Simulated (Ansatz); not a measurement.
Ansatz (a first-principles code) input (B3LYP/6-31+G*): The .json file is the Basis Set Exchange's 6-31+G*.

Ansatz 0.2 input:
```yaml
crystal:
  periodic: [false, false, false]
  atoms:
    - {symbol: C, position_ang: [0.03744685, 0.00324337, 0.50825858]}
    - {symbol: F, position_ang: [-0.03836255, 1.09650981, -0.24435931]}
    - {symbol: F, position_ang: [-0.08494317, -1.09763667, -0.22692580]}
    - {symbol: H, position_ang: [0.88507040, -0.00931849, 1.19201449]}
basis:
  gaussian:
    orbitals: 6-31+G_.json
hamiltonian:
  xc: {name: B3LYP}
magnetization: {spin_polarized: true, initial_magnetization: 1}
output: {forces: true}
```

Output:

```
WARN ansatz: RAYON_NUM_THREADS=1 ignored (pool sized by the plan → 1); use --threads N
Functional definition: B3LYP
integrals: 0.01 GiB planned
503 factors; integrals over basis functions are off by at most 8.5e-4 eV
mean field: 0.18 GiB planned
mean field evaluation 1: about -6484.0002 eV, gradient 1.9e1 eV
mean field evaluation 2: about -6483.4894 eV, gradient 2.4e1 eV
mean field evaluation 4: about -6485.1479 eV, gradient 7.2e-1 eV
mean field evaluation 8: about -6485.2553 eV, gradient 3.4e-2 eV
mean field evaluation 16: about -6485.2553 eV, gradient 3.2e-5 eV
mean field -6485.25533763 eV, -238.3287377939 hartree, gradient 1.6e-5 eV, S^2 0.751984; 0 other end points of the search recorded, 0 dependent functions left out
the calculation of the forces begins
reference -6485.25556103 eV, -238.3287460038 hartree; 13, 12 occupied and 46, 47 virtual orbitals, 503 factors
Total energy: -6485.25556103 eV, -238.3287460038 hartree
Atom 0 at     0.037447     0.003243     0.508259 Å, force    -0.079734     0.005152     0.435432 eV/Å
Atom 1 at    -0.038363     1.096510    -0.244359 Å, force     0.008653     0.344828    -0.224521 eV/Å
Atom 2 at    -0.084943    -1.097637    -0.226926 Å, force    -0.006064    -0.348407    -0.219013 eV/Å
Atom 3 at     0.885070    -0.009318     1.192014 Å, force     0.077145    -0.001573     0.008103 eV/Å
Dipole moment:     0.194229    -0.002163     0.246716 e Å
```
